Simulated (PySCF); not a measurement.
Run record for `N(/C=O)=C\C`: PBE0/6-31G*, full TDDFT, 12 singlets.

Method: TDDFT PBE0/6-31G*, vertical, gas phase, core orbitals frozen in the response (PySCF 2.14.0, density-fitted response routines). Geometry: GFN2-xTB. The input is one job of a driver script: a line of settings, then coordinates in Å.

Command:
```bash
OMP_NUM_THREADS=1 python probes_run.py task.json out
```

Input:
```
{"job": {"kind": "uv", "xc": "PBE0", "basis": "6-31G*", "nstates": 12, "ntriplets": 5, "tda": false}, "charge": 0, "multiplicity": 1}
C     -1.621951     0.236799     0.130655
C     -0.281869    -0.000037     0.720808
N      0.750266    -0.046883     0.016915
C      2.063794    -0.276343     0.170897
O      2.603072    -1.350860     0.211803
H     -1.555122     0.335501    -0.948489
H     -2.059146     1.138390     0.557290
H     -2.276517    -0.596329     0.382672
H     -0.246947    -0.111117     1.809756
H      2.633303     0.675533     0.097545
```

Output:
```
coarse grid: 8512 points
cycle   1  E = -246.8884894470  dE =  8.311e-01  |g| = 8.076e-01  |ddm| = 3.074e+00
cycle   2  E = -246.3035453622  dE =  5.849e-01  |g| = 1.838e+00  |ddm| = 2.457e+00
cycle   3  E = -247.0179191117  dE = -7.144e-01  |g| = 2.049e-01  |ddm| = 1.943e+00
cycle   4  E = -247.0248813465  dE = -6.962e-03  |g| = 1.261e-01  |ddm| = 2.944e-01
cycle   5  E = -247.0279209324  dE = -3.040e-03  |g| = 3.913e-02  |ddm| = 1.070e-01
cycle   6  E = -247.0282794905  dE = -3.586e-04  |g| = 8.226e-03  |ddm| = 3.543e-02
cycle   7  E = -247.0282940846  dE = -1.459e-05  |g| = 2.627e-03  |ddm| = 8.185e-03
cycle   8  E = -247.0282958063  dE = -1.722e-06  |g| = 6.169e-04  |ddm| = 3.173e-03
final grid: 82688 points
cycle   9  E = -246.9841280087  dE = -5.463e-06  |g| = 1.043e-02  |ddm| = 1.726e-02
cycle  10  E = -246.9840680400  dE =  5.997e-05  |g| = 2.022e-02  |ddm| = 2.438e-02
cycle  11  E = -246.9841507557  dE = -8.272e-05  |g| = 2.245e-03  |ddm| = 1.704e-02
cycle  12  E = -246.9841518977  dE = -1.142e-06  |g| = 3.702e-04  |ddm| = 1.898e-03
cycle  13  E = -246.9841519270  dE = -2.933e-08  |g| = 1.016e-04  |ddm| = 3.965e-04
cycle  14  E = -246.9841519292  dE = -2.177e-09  |g| = 3.825e-05  |ddm| = 1.057e-04
cycle  15  E = -246.9841519295  dE = -3.027e-10  |g| = 8.169e-06  |ddm| = 3.251e-05
converged SCF energy = -246.9841519295

Static polarisability (au): isotropic 41.588, principal 29.126 32.716 62.922

Singlet excitations
state   eV       nm        f      main configurations
  1   4.6490    266.7   0.00249   H->L 0.89, H-1->L 0.09
  2   5.2954    234.1   0.00450   H->L+1 0.64, H-1->L 0.25, H-1->L+1 0.09
  3   5.7387    216.0   0.00631   H-1->L 0.64, H->L+1 0.16, H->L 0.10
  4   7.4648    166.1   0.16179   H-1->L+1 0.72, H->L+1 0.16
  5   7.9797    155.4   0.14243   H-2->L+1 0.70, H-2->L 0.23
  6   8.3794    148.0   0.37652   H-2->L 0.54, H-2->L+1 0.19, H-3->L 0.19
  7   8.5792    144.5   0.06804   H-3->L 0.76, H-2->L 0.11
  8   9.2650    133.8   0.00584   H-4->L 0.97
  9   9.4121    131.7   0.12036   H->L+2 0.87
 10   9.7700    126.9   0.04162   H->L+3 0.81
 11   9.9760    124.3   0.04633   H->L+4 0.69, H-3->L+1 0.16, H->L+3 0.09
 12  10.1706    121.9   0.00980   H-1->L+2 0.57, H-5->L 0.29

Triplet excitations (Tamm-Dancoff, eV): 4.1419 4.6122 5.1162 5.1897 5.5396
```

The SCF starts on a coarse grid where the log names one; the energy can jump when the final grid takes over, and dE then counts from the start density on the new grid. H and L stand for HOMO and LUMO; the number after each pair is its weight.

Problem. Give S1 in cm⁻¹ and kJ/mol.

Solution. 4.6490 eV × 8065.54 = 37497 cm⁻¹; × 96.485 = 448.6 kJ/mol.

Problem. Give the mean polarisability as a volume in Å³, and the ratio of the largest to the smallest principal value.

Solution. 41.588 au × 0.148185 = 6.16 Å³; 62.922/29.126 = 2.16.

In short: SCF converged in 15 cycles with 80 basis and 494 fitting functions; HOMO -7.08 eV, LUMO -0.63 eV; lowest singlet 4.65 eV; lowest triplet 4.14 eV (Tamm–Dancoff); mean polarisability 41.6 au.

All basis functions are spherical, in the Pople sets too.

Cost: about 16 s of CPU time on one thread; the machine was shared, so the figure is rough.

Conformer computed: `[CH3:1]/[CH:2]=[N:3]/[CH:4]=[O:5]`: C2–N3–C4–O5 83°.

One conformer stands for the species.
